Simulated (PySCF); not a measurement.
# Magnesium: a sound run and one with changed settings

Sound run: Mg [Ne] 3s2, Mg⁺ [Ne] 3s1. Computed with PySCF 2.14 in x2c-SVPall (4s3p1d, 18 functions), with scalar relativity by spin-free X2C-1e. The sound run starts from symmetry-adapted Hartree-Fock orbitals and uses a fine grid where one is needed.

A second run was set up differently.

| species | method | sound run (hartree) | changed run (hartree) | converged |
| --- | --- | --- | --- | --- |
| Mg | UHF | -199.83681 | -199.83681 | yes |
| Mg | M06-2X | -200.29615 | -200.22420 | yes |
| Mg | LDA | -199.35168 | -198.83278 | yes |
| Mg⁺ | UHF | -199.59438 | -199.59438 | yes |
| Mg⁺ | M06-2X | -200.00918 | -199.95276 | yes |
| Mg⁺ | LDA | -199.06673 | -198.51985 | yes |

Ionisation energy of Mg:

```json
{"method": "UHF", "sound run (eV)": "6.597", "changed run (eV)": "6.597"}
{"method": "M06-2X", "sound run (eV)": "7.809", "changed run (eV)": "7.386"}
{"method": "LDA", "sound run (eV)": "7.754", "changed run (eV)": "8.515"}
```

Problem. What was changed?
A. all electrons correlated in a valence basis
B. a valence shell is frozen
C. minimal basis
D. radial grid too coarse

Solution. D. It used radial step 1.2 in ln r (0.13 in the sound run). A coarse radial grid mis-integrates the density and the exchange-correlation energy, with errors of either sign; Hartree-Fock needs no grid.
